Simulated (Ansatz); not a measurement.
A calculation with Ansatz (development build ahead of 0.2.0).

```yaml
crystal:
  periodic: [false, false, false]
  atoms:
    - { symbol: H, position_ang: [-2.62698, 0.00343, 0.00128] }
    - { symbol: C, position_ang: [-1.60538, -0.35565, 0.00019] }
    - { symbol: C, position_ang: [-0.58353, 0.50215, -0.00012] }
    - { symbol: C, position_ang: [0.78295, 0.08953, -0.00091] }
    - { symbol: "N", position_ang: [1.89484, -0.22376, 0.0006] }
    - { symbol: H, position_ang: [-1.45042, -1.42771, -0.00098] }
    - { symbol: H, position_ang: [-0.75076, 1.57438, 0.0005] }
basis:
  gaussian: { orbitals: cc-pVTZ }
hamiltonian:
  xc: hf
correlation:
  method: mp2
  frozen_orbitals: { C: 1, H: 0, "N": 1 }
```

The input is written out in the form of the current development build from the run's settings.

The run gave:

| Item | Value |
| --- | --- |
| Converged | yes |
| Reference energy | -169.82584 hartree |
| Correlation energy | -0.65616 hartree |
| Total energy | -170.48200 hartree |
| Spin squared of the determinant | 0.000 |
| Stability test | minimum among restricted orbitals |
